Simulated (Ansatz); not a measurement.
Basis-set extrapolation for C$_{4}$H$_{7}$NO (`COCCC#N`) (PBE0-D4/def2-TZVP geometry, frozen core, Ansatz 0.2.0). Multiplicity 1, RHF reference.

|  | def2-TZVPP | def2-QZVPP |
| --- | --- | --- |
| HF | -284.950030 | -284.962715 |
| MP2 correlation | -1.086576 | -1.160304 |
| CCSD(T) correlation | -1.169422 | not run |

Energies in hartree. Use E(X) = E(∞) + A·exp(−7.88·√X) for Hartree–Fock and E(X) = E(∞) + B·X^(−2.97) for correlation, with X = 3 and 4, and add CCSD(T) minus MP2 of the smaller set to the MP2 limit.

What is the CCSD(T) energy at the basis-set limit?

HF limit: -284.962715 + (-0.012685) × 0.13774 = -284.96446. MP2 limit: -1.160304 + (-0.073728) × 0.74074 = -1.21492. Higher-order term: -1.169422 − (-1.086576) = -0.08285. Total: -286.26223 hartree, 89.6 kcal/mol below CCSD(T)/def2-TZVPP.
